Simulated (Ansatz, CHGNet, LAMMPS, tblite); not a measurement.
**How well does each level of theory give the lattice constant a of wurtzite ZnO?**

Reference value: 3.248 Å (measured, 4 K, no zero-point or thermal correction; as tabulated in arXiv:1206.3780).

```
level (code)                                  value (Å)  difference (%)
--------------------------------------------  ---------  --------------
ionic model lewis1985b (shell model, LAMMPS)      3.230           -0.55
IPEA1-xTB (tblite)                                3.152           -2.96
CHGNet-r²SCAN (CHGNet)                            3.239           -0.28
LDA (Ansatz)                                      3.187           -1.88
PBE (Ansatz)                                      3.279           +0.95
PBE-D4 (Ansatz)                                   3.252           +0.12
r²SCAN (Ansatz)                                   3.235           -0.40
HSE06 (Ansatz)                                    3.250           +0.06
PBE0 (Ansatz)                                     3.248            0.00
```

Leaving aside ionic model lewis1985b, IPEA1-xTB, which can be fitted to such values or carry a doubt: Nearest, and too close to rank with a margin of 0.33 % (twice that across the reference) picked here for doubts on the reference and the settings, and for temperature and zero-point motion: PBE0 (0.00 %), HSE06 (+0.06 %), PBE-D4 (+0.12 %), CHGNet-r²SCAN (-0.28 %). Farthest off: LDA (-1.88 %). Within 1 %: CHGNet-r²SCAN, PBE, PBE-D4, r²SCAN, HSE06, PBE0. The lowest first-principles rung that does so: DFT without exact exchange (PBE, PBE-D4, r²SCAN).

The reference has no zero-point or thermal correction, while the calculations are for a static lattice, so the differences are not the levels' errors alone. A static lattice is as a rule a little smaller than the measured one.  IPEA1-xTB: this parameter set was refitted to ionisation energies, not structures. IPEA1-xTB: the run uses a supercell at the zone centre in place of a k mesh. Cutoffs and k meshes differ between the levels. Ansatz's density-functional and Hartree–Fock values are scalar-relativistic unless marked +SOC, with PAW data made under PBE.

Empirical potentials (ionic model lewis1985b) are fitted to chosen data, which need not cover the solid at hand: agreement can be built in, and what lay outside the fit can be far off. Machine-learned potentials (CHGNet-r²SCAN) are trained on DFT data, which may include these solids.

Differences are worked out from the printed values.

Ansatz is an electronic-structure program.
